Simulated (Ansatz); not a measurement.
Isolated molecules relaxed with PBE0-D4/def2-TZVP in Ansatz; ΔE leaves out vibrations. CCSD(T)/CBS is frozen-core, at the limit of the def2 triple- and quadruple-zeta sets. DFT in def2-TZVPP.

`F[Si]Cl` + CH₄ → `C[Si]F` + HCl  (formal exchange of groups at the Si–Cl bond)

`F[Si]Cl`:

Cartesian coordinates in Å:
```
F 0.839 0.716 -0.824
Si 0.574 -0.526 0.154
Cl -1.413 -0.190 0.670
```

CH₄:

```xyz
5

C     0.000    0.000    0.000
H     0.103   -1.041    0.306
H    -1.055    0.236   -0.135
H     0.530    0.157   -0.939
H     0.422    0.648    0.768
```

`C[Si]F`:

Cartesian coordinates in Å:
```
C 0.364 0.104 -0.399
Si -1.216 -0.749 0.177
F -1.219 -0.224 1.710
H 0.600 -0.108 -1.444
H 0.265 1.189 -0.271
H 1.207 -0.212 0.228
```

HCl:

```xyz
2

Cl   -0.556    0.145   -0.280
H     0.556   -0.145    0.280
```

```json
{"level": "r2SCAN0-D4", "ΔE (kcal/mol)": "37.9"}
{"level": "SCS-MP2/def2-QZVPP", "ΔE (kcal/mol)": "37.4"}
```

(1) What does CCSD(T)/CBS give? (Best estimate.)

(2) What do rigid-rotor, harmonic-oscillator terms from PBE0-D4/def2-TZVP frequencies (298.15 K, 1 bar) make of the CCSD(T)/CBS value? (Estimate.)

Largest T1 diagnostic among the species: 0.014.

Results:

(1) The calculation gave: +36.9 kcal/mol. The listed levels differ from it by 1.0, 0.5 kcal/mol.

(2) Computed: ΔZPE = -2.6 kcal/mol, ΔH = +34.6 kcal/mol, ΔS = 12 J/(mol·K), ΔG = +33.7 kcal/mol.

Leaving LDA and LC-ωPBE aside and taking each functional with its dispersion term where it has one, the values, not all of them listed here, spread over 1.8 kcal/mol, from ωB97X-V to BLYP-D4. LDA lies −1.3 kcal/mol from PBE without D4. From BLYP to BHLYP (50 % exact exchange), in def2-TZVPP and without D4, ΔE moves by −0.9 kcal/mol. At CCSD(T), def2-SVP lies −1.2 kcal/mol from the extrapolated value and def2-TZVPP −0.9 kcal/mol.
